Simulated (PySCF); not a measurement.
**SiNF: relaxation and vibrations of the singlet**

Aim: relax SiNF as a singlet from a linear start, check by its vibrations whether the end is a minimum, and collect its spectrum and constants.

Computed with PySCF 2.14.0. Level: PBE0, basis Si def2-TZVP, N def2-TZVP, F def2-TZVP, no relativity, density fitting.

### Step 1. The starting structure

3 atoms, charge 0, spin multiplicity 1.

Bond lengths: Si1–N2 1.670 Å, Si1–F3 1.800 Å. Angles: N2–Si1–F3 180.0°.

```xyz
3
charge 0 multiplicity 1
Si    0.0000    0.0000    0.0000
N     0.0000    0.0000   -1.6700
F     0.0000    0.0000    1.8000
```

### Step 2. Finding the electronic state

One driver script runs all steps and calls PySCF; scf.py shows how it sets up the SCF of each step. The optimiser is the driver's own. After this first run the driver tries any further starts and a stability analysis.

Input file scf.py:

```python
from pyscf import gto, scf, dft
mol = gto.M(atom='''
Si     0.000000     0.000000     0.000000
N      0.000000     0.000000    -1.670000
F      0.000000     0.000000     1.800000''',
    basis={'Si': 'def2-TZVP', 'N': 'def2-TZVP', 'F': 'def2-TZVP'},
    charge=0, spin=0)
mf = dft.RKS(mol, xc='PBE0')
mf.grids.atom_grid = (50, 194)
aux = {'Si': 'def2-universal-JKFIT', 'N': 'def2-universal-JKFIT', 'F': 'def2-universal-JKFIT'}
mf = mf.density_fit(auxbasis=aux)
mf.conv_tol = 1e-08
mf.diis_space = 10
mf.max_cycle = 60
mf.init_guess = 'minao'
mf.verbose = 4
mf.kernel()
```

On the command line:

```bash
> OMP_NUM_THREADS=2 python axn.py task.json out
```

Further steps of the session: Relaxation: linear start, singlet; Is it a minimum? Harmonic modes.

Before running it: what results should come out? Wanted: minimum; geometry; wavenumbers; dipole moment; highest occupied, lowest empty level; polar-tensor charge of Si1; zero-point energy; atomisation energy.

As calculated:

| quantity | value |
| --- | --- |
| minimum | singlet, C∞v |
| geometry | Si–F 1.576 Å, Si–N 1.557 Å; F–Si–N 180.0° |
| wavenumbers (cm⁻¹) | 138 (π), 815 (σ+), 1314 (σ+) |
| dipole moment | 3.33 D |
| highest occupied, lowest empty level | -8.01, -3.67 eV |
| polar-tensor charge of Si1 | +0.69 e |
| zero-point energy | 14.4 kJ/mol |
| entropy at 298.15 K | 250.4 J/(mol K) |
| atomisation energy (no zero-point energy) | 860 kJ/mol |

What this shows: The linear start keeps its C∞v symmetry and ends in a minimum. The strongest infrared band lies at 815 cm⁻¹ (σ+, stretch). Other starts or spin states, not run here, may lie lower.
